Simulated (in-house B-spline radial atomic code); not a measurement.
Kr. Computed with a B-spline radial atomic code. Model: all-electron spherical atom, spin shells full or empty, radial basis limit, no spin-orbit coupling, Breit or QED, empty-state partial waves extrapolated as (l+1/2)^-4, RPA, G0W0 and static COHSEX of the highest shell as one setting changes (uncorrelated shells keep exact exchange).

Given: element Kr; charge 0; filled core Ar; hamiltonian one-electron scalar X2C; mean-field start HSE06; highest l of empty states 9; nuclear rms radius 4.1884 fm; highest mean-field shell 4p.

Shell: 3d 5 5, 4s 1 1, 4p 3 3 (electrons up and down).

| lowest nl shells left uncorrelated | RPA correlation energy (hartree) | G0W0 level (eV) | G0W0 minus most complete (meV) | COHSEX level (eV) | linearised minus solved G0W0 (meV) |
| --- | --- | --- | --- | --- | --- |
| 0 | -2.5868 | -14.154 | 0 | -16.749 | -51.8 |
| 1 | ? | ? | ? | ? | ? |
| 2 | ? | ? | ? | ? | ? |
| 3 | -1.7464 | -14.145 | 8.5 | -16.732 | -51.6 |
| 4 | -1.5701 | -14.151 | 2.5 | -16.738 | -51.8 |
| 5 | -1.0668 | -14.193 | -39.4 | -16.814 | -53.2 |
| 6 | -0.35208 | -13.976 | 177.2 | -16.422 | -46.7 |
| 7 | -0.23712 | -14.311 | -157.5 | -16.705 | -57.3 |

Question: What follows for lowest nl shells left uncorrelated = 1?

Answer: RPA correlation energy -2.4314 hartree; G0W0 level -14.153 eV; G0W0 minus most complete 0.9 meV; COHSEX level -16.748 eV; linearised minus solved G0W0 -51.8 meV.

Question: What follows for lowest nl shells left uncorrelated = 2?

Answer: RPA correlation energy -2.251 hartree; G0W0 level -14.152 eV; G0W0 minus most complete 1.5 meV; COHSEX level -16.749 eV; linearised minus solved G0W0 -51.8 meV.
